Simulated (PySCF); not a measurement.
Species: C3H4F2O.
Atom-mapped SMILES: `[O:1]=[CH:2][C@@H:3]([F:4])[CH2:5][F:6]` (hydrogens: H7 on C2; H8 on C3; H9, H10 on C5)

Computed with PySCF, TDDFT wB97X-D/def2-SVPD, vertical, gas phase, core orbitals frozen in the response. Geometry: PBE0-D3(BJ)/def2-SVP, one conformer, isolated molecule. Torsions of this conformer, `[O:1]=[CH:2][C@@H:3]([F:4])[CH2:5][F:6]`: O1–C2–C3–F4 177°, C2–C3–C5–F6 -55°.

Frontier orbitals with the atoms that hold most of them (Löwdin shares over 4%, at most four atoms; ? is withheld):

| orbital | ε (eV) | atoms |
| --- | --- | --- |
| LUMO+2 | 2.87 | H7 22%, C2 20%, O1 17%, F6 9% |
| LUMO+1 | 2.28 | C5 22%, C3 16%, C2 12%, H8 12% |
| LUMO | 0.36 | ? |
| HOMO | -10.09 | ? |
| HOMO-1 | -12.06 | F6 24%, F4 21%, C3 18%, C5 15% |
| HOMO-2 | -12.48 | F6 48%, C5 24%, H10 11%, H9 10% |
| HOMO-3 | -13.24 | F4 34%, O1 19%, F6 12%, C3 11% |

Task: Give the leading atoms of the LUMO.

Result: C2 (bonded to C, O and H) 43%; O1 (bonded to C) 33%; C3 (bonded to 2 C, F and H) 8%; H7 (bonded to C) 6%. By element: carbon 51% or more, oxygen 33%, hydrogen 6% or more.

Task: Which atoms hold the HOMO, and with what shares?

Result: O1 (bonded to C) 56%; C2 (bonded to C, O and H) 16%; C3 (bonded to 2 C, F and H) 11%; H7 (bonded to C) 9%. By element: oxygen 56%, carbon 28% or more, hydrogen 9% or more.

Task: How does S1 compare with the orbital gap of 10.45 eV?

Result: S1 is at 4.28 eV (f = 0.0000), 6.18 eV below the gap, made of HOMO→LUMO (97%). 

Task: One configuration dominates each of S1, S2 and S4. Which, and how do the shares of the two leading atoms of either orbital change from the occupied to the empty one?

Result: 
- S1 (4.28 eV, f 0.0000), HOMO→LUMO (97%): O1 56% → 33%, C2 16% → 43%; low, almost dark, from the terminal oxygen into the C=O bond, the pattern of n→π*
- S2 (7.75 eV, f 0.049), HOMO-1→LUMO (97%): F6 24% → at most 6%, F4 21% → at most 6%, C2 at most 16% → 43%, O1 at most 16% → 33%
- S4 (8.38 eV, f 0.0004), HOMO-2→LUMO (76%): F6 48% → at most 6%, C5 24% → at most 6%, C2 at most 7% → 43%, O1 at most 7% → 33%
